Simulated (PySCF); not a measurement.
# One molecule, a ladder of functionals, a line

Molecule: `InChI=1S/BH6PSi/c1-2-3/h2H,1H2,3H3`.

Numbering as in the mapped SMILES `[BH2:1][PH:2][SiH3:3]` (H(Xn): hydrogen on atom n).

GIAO shieldings (ppm, equivalent atoms averaged) in PySCF 2.14 on the PBE0-D3(BJ)/def2-SVP geometry, basis pcSseg-2, gas phase, non-relativistic:

```tsv
functional	exact exchange (%)	σ(B1)	σ(P2)	σ(Si3)
BLYP	0	5.2	411.9	393.9
BP86	0	8.5	431.4	405.0
PBE	0	6.7	434.1	407.7
PBE0	25	11.4	460.2	421.8
mPW1PW91	25	11.9	457.9	419.5
BHandHLYP	50	14.8	461.7	423.3
HF	100	29.5	509.0	455.1
```

Task: Fit each shielding as a line in the percentage of exact exchange.

Result: σ(B1) = 6.3 + 0.22 x (rms 1.4 ppm); σ(P2) = 429.3 + 0.81 x (rms 9.1 ppm); σ(Si3) = 403.5 + 0.51 x (rms 5.2 ppm). The functionals also differ in their semilocal parts, which the line can't hold; Hartree–Fock has no correlation at all.

Task: What does the line predict for B3LYP (20 %), and what does the run give?

Result: σ(B1): 10.7 predicted, 8.6 computed; σ(P2): 445.5 predicted, 433.4 computed; σ(Si3): 413.7 predicted, 405.9 computed ppm.
